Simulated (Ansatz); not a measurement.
Program: Ansatz 0.2.0.

CS₂ (`S=C=S`). Total charge 0; spin multiplicity 1. Geometry: relaxed with PBE0-D4/def2-TZVP.

```xyz
3

S     0.798   -0.721   -1.114
C     0.000    0.000    0.000
S    -0.798    0.721    1.114
```

**Question.** What is the dipole moment at PBE/def2-TZVPP? (Estimate.)

**Answer.** The calculation gave: 0.00 D, zero by symmetry or nearly so.

**Question.** Give the Mulliken charges with PBE, r2SCAN, ωB97M-V in def2-TZVPP. (Estimate.)

**Answer.** The calculation gave: 
```json
{"atom": "S1", "PBE": "-0.06", "r2SCAN": "-0.05", "ωB97M-V": "-0.06"}
{"atom": "C2", "PBE": "0.13", "r2SCAN": "0.11", "ωB97M-V": "0.12"}
{"atom": "S3", "PBE": "-0.06", "r2SCAN": "-0.05", "ωB97M-V": "-0.06"}
```
